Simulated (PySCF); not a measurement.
## How well do the runs reproduce experiment for trimethylphosphine?

**Measured values to compare with.**

From Beach, A photoelectron spectroscopic study of bonding in inorganic and organometallic compounds, PhD thesis, LBL 1985, for the gas: P 2p3/2 binding energy of P2 135.93 eV; C 1s binding energy of C1/C3/C4 290.3 eV.

Besley, J. Chem. Theory Comput. 2021, 17, 3644 (DFT calculations of core-electron binding energies at the K-edge of heavier elements) lists, for the gas: P 1s binding energy of P2 2149.9 eV.

How close the calculation comes is told at the end.

Compound: trimethylphosphine, C3H9P.
SMILES with atom numbers: `[CH3:1][P:2]([CH3:3])[CH3:4]` (hydrogens: H5, H6, H7 on C1; H8, H9, H10 on C3; H11, H12, H13 on C4)

Geometry (GFN2-xTB, Å), atoms numbered from 1 in this order:
```xyz
13
C3H9P angstrom
C     -0.4167    1.5302    0.3838
P     -0.2080   -0.2060    0.9982
C      1.5110   -0.4930    0.3676
C     -1.1261   -1.0677   -0.3620
H     -0.1435    1.6152   -0.6671
H      0.2100    2.1939    0.9759
H     -1.4543    1.8307    0.5134
H      1.6019   -0.2135   -0.6812
H      1.7621   -1.5452    0.4851
H      2.2089    0.0950    0.9602
H     -0.7878   -0.7354   -1.3426
H     -0.9725   -2.1409   -0.2706
H     -2.1894   -0.8629   -0.2570
```

The PySCF runs (gas phase, on this GFN2-xTB geometry; non-relativistic but for the core-level run):

```csv
level,job,basis functions
"delta-SCF UKS SCAN, pcX-2 on the ionised atom, pcseg-1 elsewhere, spin-free X2C","ΔSCF core ionisation, 3 holes",147
```

**Comparison with experiment**

**Core binding energies.** Delta-SCF UKS SCAN, pcX-2 on the ionised atom, pcseg-1 elsewhere, spin-free X2C in PySCF 2.14.0.

| level and atom | computed (eV) | measured (eV) | computed − measured (eV) |
| --- | --- | --- | --- |
| P 2p3/2, P2 | 135.92 | 135.93 | -0.01 |
| C 1s, C1/C3/C4 | 290.27 | 290.3 | -0.03 |
| P 1s, P2 | 2149.52 | 2149.9 | -0.38 |

Sources, in the order of the opening: Beach, A photoelectron spectroscopic study of bonding in inorganic and organometallic compounds, PhD thesis, LBL 1985; Besley, J. Chem. Theory Comput. 2021, 17, 3644 (DFT calculations of core-electron binding energies at the K-edge of heavier elements). Against the first value of each row the mean signed difference is -0.14 eV and the largest in size -0.38 eV. The computed values are vertical, without vibrational structure; measured positions hang on the energy calibration. Atoms equivalent by their bonding share one computed value, that of the first of them. Spin–orbit coupling isn't in the SCF: each 2p doublet comes from a relaxed spin-free hole plus a matrix of the shell (mean-field spin–orbit coupling and the ground-state 2p splitting), with 2p3/2 averaged over its two sublevels.

The geometry is computed, not the measured one. Where a level misses, the cause wasn't examined.
